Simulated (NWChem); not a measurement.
System: difluoromethane (CH$_{2}$F$_{2}$); SMILES FCF

NWChem input:

```
start job
memory heap 200 mb stack 900 mb global 1100 mb
geometry units angstroms
  F      1.095795     0.000000    -0.289454
  C      0.000000     0.000000     0.488708
  F     -1.095795     0.000000    -0.289454
  H      0.000000     0.913695     1.109296
  H      0.000000    -0.913695     1.109296
end
basis spherical
  * library def2-svp
end
dft
  xc slater vwn_5
  iterations 150
end
driver
  maxiter 120
end
task dft optimize
task dft freq
```

Excerpt of the output:

```
             Northwest Computational Chemistry Package (NWChem) 7.3.0
             --------------------------------------------------------

 C2V symmetry detected

                             Geometry "geometry" -> ""
                             -------------------------

 Output coordinates in angstroms (scale by  1.889725989 to convert to a.u.)

  No.       Tag          Charge          X              Y              Z
 ---- ---------------- ---------- -------------- -------------- --------------
    1 F                    9.0000     1.09579500     0.00000000    -0.28717200
    2 C                    6.0000     0.00000000     0.00000000     0.49099000
    3 F                    9.0000    -1.09579500     0.00000000    -0.28717200
    4 H                    1.0000     0.00000000     0.91369500     1.11157800
    5 H                    1.0000     0.00000000    -0.91369500     1.11157800

 Effective nuclear repulsion energy (a.u.)      77.6550658504

      Symmetry information
      --------------------

 Group name             C2v
 Group number             16
 Group order               4
 No. of unique centers     3

                                Z-matrix (autoz)
                                --------

 Units are Angstrom for bonds and degrees for angles

      Type          Name      I     J     K     L     M      Value
      ----------- --------  ----- ----- ----- ----- ----- ----------
    1 Stretch                  1     2                       1.34399
    2 Stretch                  2     3                       1.34399
    3 Stretch                  2     4                       1.10452
    4 Stretch                  2     5                       1.10452
    5 Bend                     1     2     3               109.24024
    6 Bend                     1     2     4               108.98465
    7 Bend                     1     2     5               108.98465
    8 Bend                     3     2     4               108.98465
    9 Bend                     3     2     5               108.98465
   10 Bend                     4     2     5               111.63076

                           NWChem Geometry Optimization
                           ----------------------------

[...]

      ----------------------
      Optimization converged
      ----------------------

  Step       Energy      Delta E   Gmax     Grms     Xrms     Xmax
  ---- ---------------- -------- -------- -------- -------- --------
@    3    -237.16483572 -3.2D-07  0.00002  0.00001  0.00059  0.00102
                                     ok       ok       ok       ok

                                Z-matrix (autoz)
                                --------

 Units are Angstrom for bonds and degrees for angles

      Type          Name      I     J     K     L     M      Value     Gradient
      ----------- --------  ----- ----- ----- ----- ----- ---------- ----------
    1 Stretch                  1     2                       1.33984    0.00000
    2 Stretch                  2     3                       1.33984    0.00000
    3 Stretch                  2     4                       1.11936    0.00002
    4 Stretch                  2     5                       1.11936    0.00002
    5 Bend                     1     2     3               109.48356    0.00001
    6 Bend                     1     2     4               109.07695   -0.00000
    7 Bend                     1     2     5               109.07695   -0.00000
    8 Bend                     3     2     4               109.07695   -0.00000
    9 Bend                     3     2     5               109.07695   -0.00000
   10 Bend                     4     2     5               111.03068    0.00001

                         Geometry "geometry" -> "geometry"
                         ---------------------------------

 Output coordinates in angstroms (scale by  1.889725989 to convert to a.u.)

[...]

 Rotational Constants
 --------------------
 A=   1.675275 cm-1  (  2.410293 K)
 B=   0.357183 cm-1  (  0.513896 K)
 C=   0.313183 cm-1  (  0.450590 K)

 Temperature                      =   298.15K
 frequency scaling parameter      =   1.0000

 Zero-Point correction to Energy  =   19.991 kcal/mol  (  0.031857 au)
 Thermal correction to Energy     =   21.947 kcal/mol  (  0.034974 au)
 Thermal correction to Enthalpy   =   22.539 kcal/mol  (  0.035918 au)

 Total Entropy                    =   58.835 cal/mol-K
   - Translational                =   37.753 cal/mol-K (mol. weight =  52.0124)
   - Rotational                   =   20.295 cal/mol-K (symmetry #  =        2)
   - Vibrational                  =    0.787 cal/mol-K

 Cv (constant volume heat capacity) =    8.210 cal/mol-K
   - Translational                  =    2.979 cal/mol-K
   - Rotational                     =    2.979 cal/mol-K
   - Vibrational                    =    2.251 cal/mol-K

[normal modes left out]

 ----------------------------------------------------------------------------
 Normal Eigenvalue ||           Projected Infra Red Intensities
  Mode   [cm**-1]  || [atomic units] [(debye/angs)**2] [(KM/mol)] [arbitrary]
 ------ ---------- || -------------- ----------------- ---------- -----------
    1       -0.000 ||    0.000967           0.022         0.942       0.279
    2       -0.000 ||    0.001062           0.025         1.036       0.307
    3       -0.000 ||    0.001596           0.037         1.556       0.461
    4       -0.000 ||    0.000063           0.001         0.062       0.018
    5       -0.000 ||    0.001284           0.030         1.252       0.371
    6        0.000 ||    0.008271           0.191         8.063       2.389
    7      537.502 ||    0.004371           0.101         4.261       1.263
    8     1147.427 ||    0.017526           0.404        17.085       5.062
    9     1163.378 ||    0.103150           2.380       100.556      29.794
   10     1166.977 ||    0.213453           4.925       208.084      61.654
   11     1215.326 ||    0.000000           0.000         0.000       0.000
   12     1417.599 ||    0.045904           1.059        44.749      13.259
   13     1447.244 ||    0.002575           0.059         2.510       0.744
   14     2915.884 ||    0.056203           1.297        54.789      16.234
   15     2978.979 ||    0.062894           1.451        61.312      18.166
 ----------------------------------------------------------------------------
```

Level: LDA (Slater exchange, VWN5)/def2-SVP.
